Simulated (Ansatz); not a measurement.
in.yaml

```yaml
crystal:
  periodic: [false, false, false]
  atoms:
    - {symbol: Al, position_ang: [0.000000, -0.153504, 1.308389]}
    - {symbol: Al, position_ang: [0.000000, 0.153504, -1.308389]}
    - {symbol: H, position_ang: [0.000000, 1.143898, 2.282516]}
    - {symbol: H, position_ang: [0.000000, -1.143898, -2.282516]}
basis:
  gaussian: {orbitals: 6-31G}
magnetization: {spin_polarized: true, initial_magnetization: 0}
correlation: {method: ccsd_t, electrons: outside_noble_gas}
output: {forces: true}
```

```sh
$ ansatz run in.yaml --threads 1 --pin off --events-out ev --progress --plain --max-ram 2393MiB
```

The program prints:

```
340 factors; integrals over basis functions are off by at most 1.5e-4 eV
mean field evaluation 1: about -13193.2273 eV, gradient 5.2e0 eV
mean field evaluation 2: about -13193.2296 eV, gradient 5.2e0 eV
mean field evaluation 4: about -13193.6970 eV, gradient 3.8e-1 eV
mean field evaluation 8: about -13193.7010 eV, gradient 3.7e-4 eV
mean field evaluation 16: about -13193.9999 eV, gradient 1.5e-1 eV
mean field evaluation 32: about -13193.7724 eV, gradient 1.8e0 eV
mean field evaluation 64: about -13192.6612 eV, gradient 3.4e0 eV
mean field evaluation 96: about -13193.4946 eV, gradient 4.1e0 eV
mean field evaluation 128: about -13191.5812 eV, gradient 3.5e-3 eV
mean field evaluation 160: about -13194.0019 eV, gradient 1.0e-2 eV
...
cycle   9  -2.36602301 eV  change   -2.4e-5 eV  update   8.7e-5
cycle  10  -2.36606118 eV  change   -3.8e-5 eV  update   3.8e-5
cycle  11  -2.36610838 eV  change   -4.7e-5 eV  update   1.7e-5
cycle  12  -2.36611028 eV  change   -1.9e-6 eV  update   7.0e-6
cycle  13  -2.36611012 eV  change    1.6e-7 eV  update   3.2e-6
cycle  14  -2.36611034 eV  change   -2.2e-7 eV  update   1.4e-6
cycle  15  -2.36611082 eV  change   -4.8e-7 eV  update   7.0e-7
cycle  16  -2.36611075 eV  change    6.9e-8 eV  update   4.3e-7
cycle  17  -2.36611020 eV  change    5.5e-7 eV  update   2.9e-7
cycle  18  -2.36610973 eV  change    4.7e-7 eV  update   1.8e-7
perturbative correction -0.08343930 eV, -0.0030663379 hartree
the calculation of the forces begins
Total energy: -13196.45143160 eV, -484.9606452352 hartree
Atom 0 at     0.000000    -0.153504     1.308389 Å, force     0.000000    -0.358321    -0.060501 eV/Å
Atom 1 at     0.000000     0.153504    -1.308389 Å, force     0.000000     0.358321     0.060501 eV/Å
Atom 2 at     0.000000     1.143898     2.282516 Å, force     0.000000     0.386489     0.353227 eV/Å
Atom 3 at     0.000000    -1.143898    -2.282516 Å, force    -0.000000    -0.386489    -0.353227 eV/Å
Dipole moment:    -0.000000     0.000000    -0.000000 e Å
```

Forces (eV/Å):
```
Al   0.000 -0.358 -0.061
Al   0.000  0.358  0.061
H    0.000  0.386  0.353
H    0.000 -0.386 -0.353
```

Ran on 1 thread of Arm Neoverse V2, shared host: 1.6 s wall, 0.08 GiB peak host memory.
